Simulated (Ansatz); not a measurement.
```yaml
crystal:
  periodic: [false, false, false]
  atoms:
    - {symbol: B, position_ang: [0.000000, 0.000000, -1.835158]}
    - {symbol: Ga, position_ang: [0.000000, 0.000000, 0.075661]}
    - {symbol: H, position_ang: [0.000000, 0.000000, 1.759497]}
basis:
  gaussian: {orbitals: def2-TZVP}
magnetization: {spin_polarized: true, initial_magnetization: 3}
hamiltonian: {xc: pbe0}
relax: {f_tol: 0.004, max_steps: 80}
```

```sh
$ ansatz run in.yaml --threads 1 --pin off --events-out ev --progress --plain --max-ram 2176MiB
```

Steps of the relaxation (energy above the last step; positions in Å, forces in eV/Å):

```
3
step 1, 123.0 meV
B     0.000    0.000   -1.835    0.000    0.000    0.108
Ga    0.000    0.000    0.076    0.000    0.000    1.473
H     0.000    0.000    1.759    0.000    0.000   -1.581
```

```
3
step 2, 2.2 meV
B     0.000    0.000   -1.781    0.000    0.000    0.099
Ga    0.000    0.000    0.127    0.000    0.000   -0.352
H     0.000    0.000    1.654    0.000    0.000    0.253
```

```
3
step 3, 0.0 meV
B     0.000    0.000   -1.784    0.000    0.000    0.033
Ga    0.000    0.000    0.120    0.000    0.000   -0.036
H     0.000    0.000    1.664    0.000    0.000    0.003
```

```
3
step 5, 0.0 meV
B     0.000    0.000   -1.783    0.000    0.000    0.000
Ga    0.000    0.000    0.120    0.000    0.000    0.000
H     0.000    0.000    1.663    0.000    0.000    0.000
```

Close pairs at the end: Ga2–H3 1.543 Å, B1–Ga2 1.902 Å.

A stationary point of unrestricted PBE0 after 5 steps, with ⟨S²⟩ = 3.752 against 3.75 for a pure state; no frequencies were run, so it isn't proven a minimum. 14 s on 1 thread of Arm Neoverse V1, shared host.
